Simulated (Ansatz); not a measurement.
Start from `CC(C)CC(C)O` and change one atom or group to get `CC(O)CF`.

Ansatz, PBE0-D4/def2-TZVP geometries, multiplicity 1. Each molecule was computed in one conformer, which needn't be the lowest.

| property | `CC(C)CC(C)O` |
| --- | --- |
| HOMO energy (B3LYP/def2-TZVPP) / eV | -7.52 |
| HOMO–LUMO gap (B3LYP/def2-TZVPP) / eV | 8.11 |
| HOMO energy (PBE0/def2-TZVPP) / eV | -7.74 |
| HOMO energy (ωB97M-V/def2-TZVPP) / eV | -10.19 |
| HOMO–LUMO gap (ωB97M-V/def2-TZVPP) / eV | 12.55 |
| vertical ionisation energy (CCSD(T)/CBS(def2)) / eV | 10.51 |

Problem. What does the change do to each property? (Estimate.)

Solution. Computed: 
```
                                           property  `CC(O)CF`  shift
                HOMO energy (B3LYP/def2-TZVPP) / eV      -7.79  -0.27
              HOMO–LUMO gap (B3LYP/def2-TZVPP) / eV       8.65   0.54
                 HOMO energy (PBE0/def2-TZVPP) / eV      -8.01  -0.27
              HOMO energy (ωB97M-V/def2-TZVPP) / eV     -10.46  -0.27
            HOMO–LUMO gap (ωB97M-V/def2-TZVPP) / eV      13.12   0.57
vertical ionisation energy (CCSD(T)/CBS(def2)) / eV      10.96   0.45
```

With PBE0 the HOMO falls by 0.27 eV and the LUMO rises by 0.29 eV, so the gap widens by about 0.56 eV. PBE moves the HOMO by -0.23 eV and ωB97M-V by -0.27 eV.

Positive LUMOs are unbound, so they and the gaps depend on the basis.

B3LYP here is the variant with VWN-RPA as its local correlation; programs differ in this.
